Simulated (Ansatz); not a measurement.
What a trial cell of GaIrO4 relaxes into

Theory: DFT PBE, scalar-relativistic, plane waves, PAW in Ansatz. Cutoff 420 eV, Γ-centred k mesh, Gaussian smearing, collinear spin, first started from parallel moments.

The start puts GaIrO4 on the sites of a reported HoCdCu4 cell (F-43m, No. 216), with Ir in place of Ho, Ga in place of Cd, O in place of Cu, at a guessed volume.

```xyz
6
Lattice="0.0000 3.0567 3.0567 3.0567 0.0000 3.0567 3.0567 3.0567 0.0000" Properties=species:S:1:pos:R:3 pbc="T T T"
Ga    0.0000    0.0000    0.0000
Ir    1.5283    1.5283    1.5283
O     2.2878    3.8256    2.2878
O     2.2878    2.2878    3.8256
O     3.8256    3.8256    3.8256
O     3.8256    2.2878    2.2878
```

Cell and atoms relax at zero pressure; the relaxation can't lower the symmetry of the start. After a coarse first stage the cell is made exact in the group found at 0.06 Å.

Energies over the elements count from the elements' standard structures at the same level (O₂ as a molecule), with no empirical corrections.

**Question.** What does it relax into?

**Answer.** It keeps F-43m (No. 216). Conventional cell: a = 6.237 Å. Around Ga lie 12 O at 2.58 Å and 4 Ir at 2.70 Å; Ir has 12 O at 2.59 Å and 4 Ga at 2.70 Å; O has 6 O at 2.19–2.22 Å, 3 Ga at 2.58 Å and 3 Ir at 2.59 Å.

```xyz
6
Lattice="0.0000 3.1185 3.1185 3.1185 0.0000 3.1185 3.1185 3.1185 0.0000" Properties=species:S:1:pos:R:3 pbc="T T T"
Ga    0.0000    0.0000    0.0000
Ir    1.5592    1.5592    1.5592
O     2.3353    2.3353    3.9017
O     2.3353    3.9017    2.3353
O     3.9017    2.3353    2.3353
O     3.9017    3.9017    3.9017
```

**Question.** What are its volume, energy, gap and moment?

**Answer.** The volume per atom is 10.11 Å³, the density is 8.92 g/cm³ and the energy over the elements is 1.32 eV/atom. The gap on the 10×10×10 mesh is 0 eV (a metal). The net moment per atom is 0.12 μB and the largest site moment is 0.42 μB.

The final run used a 10×10×10 mesh on its 6-atom cell and 0.10 eV smearing. The k mesh leaves about 4 meV/atom of noise in metals. Spin–orbit coupling is left out. A structure relaxed within its symmetry needn't be a true minimum.

Cost: 3 runs of about 5.5 core-minutes in all, on Arm Neoverse N1 (shared hosts).